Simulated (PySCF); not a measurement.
N-phenylpyrrole, C10H9N.
Cartesian coordinates in Å at the PBE0-D3(BJ)/def2-SVP level; atoms count from 1:
```xyz
20
C10H9N angstrom
C     -3.8453    0.2319   -0.7194
C     -3.2059    0.7173    0.4203
C     -1.8181    0.8151    0.4654
C     -1.0545    0.4433   -0.6463
N      0.3493    0.5487   -0.6096
C      1.2336   -0.3143   -1.2155
C      2.5116    0.1190   -0.9507
C      2.4020    1.2959   -0.1578
C      1.0615    1.5321    0.0380
C     -1.6947   -0.0347   -1.7948
C     -3.0819   -0.1468   -1.8228
H     -4.9339    0.1495   -0.7479
H     -3.7921    1.0099    1.2946
H     -1.3181    1.1595    1.3723
H      0.8768   -1.1933   -1.7463
H      3.4279   -0.3658   -1.2815
H      3.2170    1.9110    0.2186
H      0.5502    2.3457    0.5462
H     -1.1018   -0.2966   -2.6729
H     -3.5711   -0.5205   -2.7253
```

All values: PBE0/pcSseg-1 (PySCF, non-relativistic), on one gas-phase PBE0-D3(BJ)/def2-SVP geometry that isn't relaxed in the solvent. The solvent is an IEF-PCM continuum (Bondi radii, 1.10 Å for H, scaled by 1.2). Specific hydrogen bonds and non-electrostatic terms are outside this model.

```json
{"run": "gas", "E − E(gas) (kcal/mol)": "0.00", "HOMO (eV)": "-6.27", "HOMO–LUMO gap (eV)": "5.62", "dipole (D)": "1.55"}
{"run": "P", "E − E(gas) (kcal/mol)": "-5.56", "HOMO (eV)": "-6.43", "HOMO–LUMO gap (eV)": "5.78", "dipole (D)": "2.12"}
{"run": "Q", "E − E(gas) (kcal/mol)": "-3.88", "HOMO (eV)": "-6.37", "HOMO–LUMO gap (eV)": "5.73", "dipole (D)": "1.96"}
```

The runs were made in acetonitrile and chloroform. Which run belongs to which solvent?

P = acetonitrile, Q = chloroform. The dielectric constants are 4.711 (chloroform), 35.69 (acetonitrile), and the energy falls further as ε rises. In this model the ground state sees the solvent through ε alone.

How constant is the ratio of the lowering to (ε − 1)/(2ε + 1)?

| solvent | (ε − 1)/(2ε + 1) | E − E(gas) (kcal/mol) | ratio (kcal/mol) | polarisation term (kcal/mol) |
| --- | --- | --- | --- | --- |
| chloroform | 0.356 | -3.88 | -10.9 | -4.20 |
| acetonitrile | 0.479 | -5.56 | -11.6 | -6.23 |

The ratio changes by +6.5 % in size from chloroform to acetonitrile. The polarisation term is half the interaction of the solute with the induced surface charges.
